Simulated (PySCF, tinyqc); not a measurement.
Orbital energy against energy difference: ionisation energy by orbital energies and by energy differences in the 6-31g basis, for BH, spin multiplicity 1. Computed by the program tinyqc with PySCF. 

Geometry (angstrom):
```
atom       x       y       z
B     0.0000  0.0000  0.0000
H     0.0000  0.0000  1.1100
```

CCSD(T) difference in the same basis = 8.8520 eV

IP-EOM-CCSD = 8.8792 eV

The cation is unrestricted; errors are against CCSD(T) in this basis, not against experiment.

First vertical ionisation energy (eV):
```
method     -e(HOMO)  E(cation) - E  error of -e(HOMO)  error of the difference
HF            8.924        8.05891              0.072                   -0.793
LDA           4.695        9.29866             -4.157                    0.447
PBE           4.748        9.22751             -4.104                    0.375
B3LYP         5.788        9.35205             -3.064                    0.500
PBE0          5.991        9.18469             -2.861                    0.333
CAM-B3LYP     7.384        9.31890             -1.468                    0.467
LC-wPBE       8.850        9.24816          -1.90e-03                    0.396
```

Koopmans errs by +0.07 eV and Delta-HF by -0.79 eV: relaxation, 0.87 eV, lowers the value and the missing correlation difference works against it. The PBE level is off by -4.1 eV through the wrong tail of its potential, though its energy difference is off by +0.38 eV; exact exchange deepens the level, and among the orbital energies LC-wPBE comes closest; among the differences PBE0 does. The restricted reference is unstable here: a spin-polarised solution lies 0.0079 hartree lower (PySCF), so results built on it describe a poor reference.
